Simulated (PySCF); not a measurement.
**Assigning NMR signals**

Geometry (Å), atoms numbered from 1 in this order:
```xyz
9

C     1.363    0.493    0.538
C     0.297    0.243   -0.215
Cl    0.195    0.853   -1.837
C    -0.855   -0.548    0.240
N    -1.898   -0.838   -0.392
H     2.194    1.076    0.183
H     1.422    0.114    1.544
H    -0.770   -0.919    1.258
H    -1.934   -0.468   -1.343
```

[PySCF 2.14.0 with density-fitted response routines: GIAO PBE0/pcSseg-1 shieldings; geometry: GFN2-xTB; non-relativistic; one computed conformer; no solvent]

Scale: TMS for 13C (σ = 186.93 ppm), 1H (σ = 31.72 ppm) (reference shieldings calculated alike).

**Question.** Assign these signals to the numbered atoms. 13C{1H} NMR (computed): δ 164.1, 150.8, 128.4.

**Answer.** 
164.1 → C4, carbon bonded to C, N, H
150.8 → C2, carbon bonded to 2 C, Cl
128.4 → C1, carbon bonded to C, 2 H

**Question.** Assign these signals to the numbered atoms. 1H NMR (300 MHz, computed): δ 11.68 (br s, 1H), 7.99 (s, 1H), 6.16 (br s, 1H), 5.90 (br s, 1H).

**Answer.** 
11.68 → H9, hydrogen on a nitrogen bonded to C
7.99 → H8, hydrogen on a carbon bonded to C, N
6.16 → H6, hydrogen on a carbon bonded to C
5.90 → H7, hydrogen on a carbon bonded to C

OH/NH shifts are gas-phase values; hydrogen bonding in solution moves them, usually downfield. Carbons that carry Cl, above all several Cl atoms, come out too deshielded, partly because spin–orbit coupling is missing. Shifts are as computed. Against solution values, carbons near 30 ppm lie about +3 ppm off and those near 130 ppm about +5 ppm; carbons on Cl a further +6 ppm. Of 1211 compounds with measured shifts, 218 miss one by over three times the rms of a fit or turn the order of signals round; such compounds aren't used in these exercises. No couplings were computed; multiplicities are counted from neighbouring protons, with m where these are inequivalent, close in shift, in a saturated or five-membered ring or joined by F or P, and br s for small geminal =CH2 splittings.
